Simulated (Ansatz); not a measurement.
Isolated molecules relaxed with PBE0-D4/def2-TZVP in Ansatz; ΔE leaves out vibrations. CCSD(T)/CBS adds triple-zeta CCSD(T) − MP2 to the extrapolated MP2 energy (def2 sets, frozen cores). DFT in def2-TZVPP. B3LYP here is the variant with VWN-RPA as its local correlation; programs differ in this. No spin–orbit coupling; open shells (•) take unrestricted orbitals. Each species was taken in one conformer, which may not be the lowest.

Reaction (homolysis of the C–C bond): `OCC1CC1` → `[CH2]O`• + `[CH]1CC1`•

```json
{"level": "PBE-D4", "ΔE (eV)": "4.20"}
{"level": "PBE0-D4", "ΔE (eV)": "4.23"}
{"level": "B3LYP-D4", "ΔE (eV)": "4.10"}
{"level": "MP2/def2-TZVPP", "ΔE (eV)": "4.61"}
```

(1) What does CCSD(T)/CBS give? (An estimate is asked.)

Largest T1 diagnostic among the species: 0.016.

Results:

(1) Computed: +4.43 eV. The listed levels differ from it by -0.23, -0.20, -0.33, 0.18 eV.

From PBE to PBE0 (25 % exact exchange), in def2-TZVPP and without D4, ΔE moves by +0.04 eV. The D4 term adds +0.14 eV with B3LYP and +0.08 eV with PBE0; it sums over pairs of atoms, weighted by their polarisabilities, and B3LYP, whose exchange is more repulsive, gets the larger term. In def2-TZVPP, CCSD(T) changes the Hartree–Fock value by +1.25 eV (the triples alone add +0.11 eV) and MP2 by +1.49 eV; breaking electron pairs costs correlation energy, which Hartree–Fock lacks.
